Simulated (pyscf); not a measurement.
H₃Si–Cl (SMILES [SiH3]Cl) + Cl• (SMILES [Cl]) → H₃Si–Cl (SMILES [SiH3]Cl) + Cl• (SMILES [Cl]) (substitution at Si; doublet surface; Cl–Si broken, Cl–Si formed). Structures and frequencies: ωB97X-D3(BJ)/def2-SVP in PySCF. MP2 and CC: frozen core, UHF for open shells. ΔMP2 is the change of the MP2 total energy from the triple- to the quadruple-zeta basis. Energies in kJ/mol from the separated reactants.

```tsv
level	barrier	reaction energy
M06-2X/def2-TZVP	45.4	0.0
ωB97M-D3(BJ)/def2-TZVP	49.0	0.0
HF/def2-TZVP	162.2	0.0
MP2/def2-QZVPP	55.1	0.0
CCSD/def2-TZVPP	84.4	0.0
CCSD(T)/def2-TZVPP	(withheld)	0.0
CCSD(T)/def2-TZVPP + ΔMP2(QZVPP)	(withheld)	0.0
```

Problem. What belongs in the gaps?

Solution. 
- CCSD(T)/def2-TZVPP, barrier: 68.4
- CCSD(T)/def2-TZVPP + ΔMP2(QZVPP), barrier: 61.5

On the reactant side the descent ends in what is likely a three-electron adduct, which functionals tend to overbind, 20.3 kJ/mol under the separated species and 62.4 kJ/mol under the saddle at ωB97X-D3(BJ)/def2-TZVP. On the product side the descent ends in what is likely a three-electron adduct, which functionals tend to overbind, 20.3 kJ/mol under the separated species and 62.4 kJ/mol under the saddle at ωB97X-D3(BJ)/def2-TZVP. At ωB97X-D3(BJ) the barrier from the zero used here is 42.1 kJ/mol. Abstraction by the radical was not located in this set and often lies lower. One saddle was located; it need not be the lowest between these sides. The angle at the attacked Si is 65° (front-side attack). The CCSD(T) − MP2 part came from Ansatz, without density fitting, on the same reference. Left out: the spin-orbit lowering of Cl.
